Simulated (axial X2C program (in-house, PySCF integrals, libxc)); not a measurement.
## BCl: from Re and ωe to a spectrum

A bond curve at the CCSD(T) level, 2c, was computed with an in-house relativistic program for diatomic molecules (basis Cl dyall-av3z [9s8p3d2f], B dyall-v3z [7s6p2d1f] (cores contracted in-house)) for the state Ω = 0 (closed shell). Its fit gives Re = 1.7258 Å, ωe = 834.7 cm⁻¹, ωexe = 5.73 cm⁻¹ and αe = 6.869e-03 cm⁻¹; the masses are 34.9689 and 11.0093 u. Two-component means X2C with spin–orbit coupling and atomic mean-field Coulomb and Gaunt terms.

Correlated methods: 10 electrons correlated (number of frozen shells: Cl 2 s, 1 p; B 1 s), 174 virtual spin orbitals or spinors in MP2, 90 natural virtuals in coupled cluster.

Q: Find the reduced mass, Be and the force constant.

A: From the CCSD(T) values: μ = 8.3732 u. Be = 16.8576/(μ Re²) = 0.676 cm⁻¹. k = 5.8918×10⁻⁷ μ ωe² = 3.44 mdyn/Å.

Q: Estimate the centrifugal constant by the Kratzer relation.

A: D = 4Be³/ωe² = 1.77e-06 cm⁻¹.

Q: Where do the fundamental and the first overtone lie?

A: ν(1←0) = ωe − 2ωexe = 823.2 cm⁻¹; ν(2←0) = 2ωe − 6ωexe = 1635.0 cm⁻¹.

Q: Estimate De from a Morse curve and compare with the computed well depth of 5.132 eV to Cl + B.

A: De(Morse) = ωe²/(4ωexe) = 3.769 eV against 5.132 eV computed, a ratio of 0.73. The extrapolation falls short: long-range attraction (ionic or ion–induced dipole) or a change of character along the curve can cause this.

Q: Give B0, the J = 1←0 line in GHz and the most populated J at 300 K (kT = 208.5 cm⁻¹).

A: B0 = Be − αe/2 = 0.6725 cm⁻¹; 2B0 = 40.32 GHz; J(max) ≈ √(kT/2B0) − 1/2 = 12.0, so J = 12.

One determinant describes the state; a PBE0 search over occupations chose it and may have missed a lower one. De is counted from the lowest determinant-based energies of the atoms at the same level, without counterpoise correction. Coupled cluster ran in a truncated set of natural virtual spinors; the MP2 energy of the rest was added. (T) has no such correction and the atoms are truncated less, which lowers De at CCSD(T) by a hundredth of an eV or more.
